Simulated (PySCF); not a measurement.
Q: Write Cartesian coordinates for 2-hydroxyprop-2-enal, `C=C(O)C=O` as optimised with PBE0-D3(BJ)/def2-SVP.

A: 
```
atom  x, y, z in Å
C1    -0.7578   -1.0928   -0.4532
C2    -0.2203    0.1127   -0.2042
O3    -0.6481    1.2676   -0.7194
C4     0.9368    0.2570    0.7036
O5     1.4048    1.3520    0.9205
H6    -1.6127   -1.2143   -1.1202
H7    -0.3292   -1.9761    0.0222
H8    -0.0578    1.9488   -0.3455
H9     1.3419   -0.6711    1.1664
```

Any rigid rotation of these coordinates is as good. Atoms count from 1 in this order. The C–C distances run from 1.343 Å (C1=C2, drawn double) to 1.478 Å (C2–C4, drawn single), a spread of 0.135 Å. The 5 heavy atoms lie in one plane (0.001 Å rms). H8 on O3 lies 2.02 Å from O5, 4 bonds away (angle at H 118°; Bondi radii sum to 2.72 Å). Of the pairs four or more bonds apart, those above aside, H7···H9 is among the closest relative to their van der Waals radii: 2.41 Å, 100 % of the sum of Bondi's values.

Bonds between heavy atoms (Å): C1=C2 1.343, C2–O3 1.335, C2–C4 1.478, C4=O5 1.210.

Method used: PBE0-D3(BJ)/def2-SVP geometry optimisation, gas phase (PySCF 2.14.0).

Point group: Cs (tolerance 0.08 Å). No PBE0-D3(BJ)/def2-SVP frequencies stand behind this structure, so it isn't proved a minimum. One conformer, not necessarily the lowest (C1–C2–O3–H 180°, C1–C2–C4–O5 180°).

Time: 20 s wall; peak memory 0.38 GiB. Hardware: Arm Neoverse V1, one thread, no GPU, shared host with 32 logical CPUs at a one-minute load of 10. That covers the optimisation of the geometry.
